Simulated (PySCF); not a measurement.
The numbers are results of PBE-D3(BJ)/def2-TZVP // B3LYP-D3(BJ)/def2-TZVP (PySCF), not measurements. All species are isolated molecules in the gas phase. One relaxed conformer stands for a flexible species; it need not be the lowest. Excitations are Tamm–Dancoff values on a coarser integration grid. The basis has no diffuse functions, so Rydberg states are missing or too high.

Reference species (SMILES): `C=CC` (neutral, multiplicity 1).

| Quantity | Value |
|---|---|
| T1 excitation (TDA) | 4.54 eV |
| HOMO–LUMO gap | 5.64 eV |
| LUMO | -0.61 eV |
| HOMO | -6.24 eV |

Changed species: `C(C=C)O[SiH3]` (C–C–C–O torsion 0°, C–C–O–Si torsion -180°) (X = siloxy; the reference has X = H).

Give the shifts of the T1 excitation (TDA), HOMO–LUMO gap, LUMO and HOMO.

the T1 excitation (TDA) goes up by 0.04 eV, to 4.58 eV; the HOMO–LUMO gap decreases by 0.04 eV, to 5.60 eV; the LUMO falls by 0.09 eV, to -0.70 eV; the HOMO decreases by 0.05 eV, to -6.29 eV.
